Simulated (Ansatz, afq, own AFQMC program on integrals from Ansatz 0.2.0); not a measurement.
# Where AFQMC and coupled cluster stand for NH$_{4}$, doublet

```xyz
5

N    -0.1512   -0.0316   -0.0492
H    -0.4485    0.9362   -0.0492
H    -0.4485   -0.4339    0.8311
H     1.1268   -0.0316   -0.0492
H     1.8718   -0.0316   -0.0492
```

Basis cc-pVTZ. Only valence electrons are correlated. AFQMC by an in-house program on the Cholesky factors that Ansatz 0.2.0 writes for its CCSD(T) run. ph-AFQMC/CISD is guided by a CISD state made of CCSD amplitudes; releasing the constraint for a short imaginary time cuts its bias at the price of noise, slowly where states lie close. Error bars are statistical, one sigma.

Determinant: UHF, the one that the program's search chose, which needn't be the lowest solution. The geometry is a point of a scan.

No full CI on the walks' own integrals is used here; CCSDT(Q) serves as the reference and is uncertain by about the last step of the cluster series.

The T1 diagnostic is 0.0186, the weight of the determinant in the CISD state is 0.915 and the ⟨S²⟩ of the determinant is 0.776. The size of the correlated space is 9 electrons in 85 orbitals.

Reference: CCSDT(Q), correlation energy -7.266 eV. The released energy is read at 2.40 1/Eh (meV from the phaseless value at times in 1/Eh: -2 ± 5 at 0.24, -5 ± 4 at 0.51, -5 ± 4 at 0.99, -13 ± 4 at 1.62, -15 ± 6 at 2.40).

```tsv
level	E − E(reference) (kJ/mol)	share of correlation (%)
HF	701.1	0.00
MP2	81.4	88.38
CCSD	22.9	96.73
CCSD(T)	2.2	99.68
CCSDT	0.8	99.88
ph-AFQMC/CISD	0.9 ± 0.5	99.87
released AFQMC	-0.5 ± 0.6	100.08
```

A walk keeps the symmetry of its determinant, which the program's search chose and which needn't be the lowest solution, so a lower state of the same spin and another symmetry isn't excluded. Released energies are given only where the last usable release times agree within the noise; a slower fall can still hide under it.
